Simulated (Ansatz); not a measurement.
Geometry optimisation, RKS B3LYP-D4/def2-SVP in Ansatz 0.2.0.

Input file:

```yaml
crystal:
  periodic: [false, false, false]
  atoms:
    - { symbol: B, position_ang: [0.050151, 0.282507, -0.031212] }
    - { symbol: F, position_ang: [-0.09962, 0.40521, 1.283477] }
    - { symbol: H, position_ang: [1.138926, 0.531716, -0.485858] }
    - { symbol: H, position_ang: [-0.923607, 0.01134, -0.689156] }
    - { symbol: S, position_ang: [0.298996, -2.710495, 0.685817] }
    - { symbol: H, position_ang: [-0.999415, -2.84857, 0.323402] }
    - { symbol: H, position_ang: [0.007069, -1.701207, 1.58073] }
basis:
  gaussian: { orbitals: def2-SVP }
hamiltonian:
  xc: b3lyp
  dispersion: d4
relax:
  f_tol: 0.03
  max_steps: 50
```

Launched with:

```bash
$ ansatz run input.yaml --threads 1 --pin off --max-ram 2048MiB --backend cpu --events-out ev --progress --plain --runs-dir out
```

Q: Where does it end, and by what steps?

A: The forces met the threshold. The force dipped under the threshold on the way, but the program's further checks kept it going. After 22 steps the energy has fallen by 0.133 eV; H7 moved furthest, 0.79 Å.

| step | energy less start (eV) | largest force component (eV/Å) | accepted |
| --- | --- | --- | --- |
| 0 | 0.0000 | 0.727 | yes |
| 1 | 0.0082 | 1.108 | no |
| 2 | -0.0397 | 0.423 | yes |
| 3 | -0.0629 | 0.326 | yes |
| 4 | -0.0683 | 0.859 | yes |
| 5 | -0.0971 | 0.313 | yes |
| 6 | -0.1108 | 0.146 | yes |
| 7 | -0.1124 | 0.082 | yes |
| 8 | -0.1108 | 0.146 | no |
| 9 | -0.1140 | 0.096 | yes |
| 10 | -0.1169 | 0.030 | yes |
| 11 | -0.1107 | 0.601 | no |
| 12 | -0.1200 | 0.029 | yes |
| 13 | -0.1219 | 0.143 | yes |
| 14 | -0.1130 | 0.499 | no |
| 15 | -0.1252 | 0.055 | yes |
| 16 | -0.1273 | 0.058 | yes |
| 17 | -0.1291 | 0.157 | yes |
| 18 | -0.1296 | 0.207 | yes |
| 19 | -0.1325 | 0.051 | yes |
| 20 | -0.1328 | 0.039 | yes |
| 21 | -0.1327 | 0.054 | no |
| 22 | -0.1329 | 0.026 | yes |

```xyz
7
Properties=species:S:1:pos:R:3
B 0.004 0.162 -0.039
F -0.569 0.547 1.114
H 1.205 0.271 -0.128
H -0.713 0.045 -1.005
S 0.124 -2.340 0.349
H -1.160 -2.467 0.757
H 0.581 -2.247 1.619
```

Whether the end is a true minimum wasn't checked by a vibrational analysis.

The run took 46 s on 1 thread of Arm Neoverse V2, with other jobs on the host, peak memory 0.13 GiB.
